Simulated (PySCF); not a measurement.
Compound: C4H5NO.
Structure used (PBE0-D3(BJ)/def2-SVP), in Å, numbered top down from 1:
```xyz
11
C4H5NO angstrom
O      1.4495   -0.0437   -1.7950
C      1.8961   -0.2043   -0.6929
N      1.1715   -0.1711    0.4803
C     -0.1703    0.0551    0.5583
C     -1.2564    0.1831    1.2655
C     -1.3897    0.3371   -0.2316
H      2.9753   -0.4043   -0.4878
H      1.6749   -0.3276    1.3465
H     -1.7722    0.1887    2.2196
H     -1.8387   -0.4677   -0.8361
H     -1.5244    1.3360   -0.6777
```

The closed-shell ground state was solved at several levels (PySCF, density fitting, gas phase, non-relativistic).

```csv
level,basis functions,HOMO (eV),LUMO (eV),gap (eV),dipole (D)
wB97X-D/def2-SVPD,163,-8.36,1.14,9.50,3.84
PBE0/pcSseg-1,127,-6.52,-0.48,6.04,3.77
B3LYP/pcJ-1,212,-6.31,-0.70,5.61,3.78
```

Q: Estimate the row for B97-2/pcSseg-2, a basis of 286 functions; the other rows only guide the guess.

A: HOMO -6.31 eV, LUMO -0.68 eV, gap 5.63 eV, dipole 3.76 D.

Q: Over all these levels, which gives the widest orbital gap and which the narrowest?

A: wB97X-D/def2-SVPD (range-separated hybrid) has the widest, 9.50 eV, and B3LYP/pcJ-1 (global hybrid, 20 % exact exchange) the narrowest, 5.61 eV. Functional and basis both differ between the two, so the spread mixes both effects.

Q: How far do the dipole and the HOMO energy spread over the levels?

A: The dipole runs from 3.76 to 3.84 D (mean 3.79 D) and the HOMO from -8.36 to -6.31 eV.

One conformer stands for the species.
